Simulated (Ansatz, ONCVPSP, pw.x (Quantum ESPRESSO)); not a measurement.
## molybdenum (Mo) (bcc): variants of one ONCV potential in the solid

molybdenum (Mo), optimised norm-conserving Vanderbilt (ONCV), made with ONCVPSP 4.0.1.1 (patched build) (PBE, scalar-relativistic). Core [Ar] 3d10, reference 4s2 4p6 4d5 5s1. Waves: 4s+5s: rc 2.00 bohr, ncon 3, nbas 7, qcut 7.1 1/bohr, 2 projectors; 4p: rc 1.55 bohr, ncon 4, nbas 8, qcut 7.8 1/bohr, 3 projectors, debl 0.5 Ha; 4d: rc 2.20 bohr, ncon 4, nbas 9, qcut 5.7 1/bohr, 3 projectors, debl 1.2 Ha. Local part: polynomial inside 1.50 bohr (lpopt 5, dvloc0 3 Ha). Core correction: Teter function, fcfact 5.25, rcfact 1.65.

In the p channel the program set the typed energies aside and used -1.414, 0.250, 0.750 Ha.

Crystal test: bcc Mo in pw.x 7.5, no spin, 15³ k-points, Fermi–Dirac smearing 0.01 Ry, cutoffs set for each file from its atomic test. The reference is all-electron LAPW (Ansatz 0.2.0) with the same functional, mesh and smearing; V0 and B0 come from Birch–Murnaghan fits to the pressures at five volumes. Errors are pseudo minus all-electron; Δ is the rms difference of the E(V) curves that follow from these fits, minima aligned, over ±6 % about the mean V0. Mesh and smearing are coarse, so the numbers serve the comparison and aren't converged zero-temperature values; the lattice is a test structure that the element need not adopt.

All-electron: a0 = 3.162 Å (V0 = 15.80 Å³/atom), B0 = 259.2 GPa.

2 further variants are left out: they gave no file fit for a test, a broken result, the same result as the base, or pressures whose basis-set error rivals the error shown.

```tsv
change	cutoffs (Ry)	pw.x	a0 (Å)	a0 error (%)	B0 error (%)	Δ (meV/atom)	mean pressure error (GPa)
base	65/260	converged; energies reset by the program	3.167	+0.16	+0.0	4.3	+1.27
all radii but the core radius scaled by about 1.29 (s 2.58, p 2.00, d 2.84 bohr); local potential polynomial inside 1.94 bohr (lpopt 5, dvloc0 3 Ha)	50/200	converged; energies reset by the program	3.177	+0.47	-0.9	12.7	+3.77
local potential polynomial inside 1.50 bohr (lpopt 5, dvloc0 -0.5 Ha)	65/260	converged; energies reset by the program	3.164	+0.08	-0.0	2.2	+0.65
```

(1) Give the row for: s: rc 2.18.

## Answers

(1) pw.x: converged; energies reset by the program; mean pressure error (GPa): +1.25; a0 (Å): 3.167; a0 error (%): +0.16; B0 error (%): +0.0; Δ (meV/atom): 4.3.
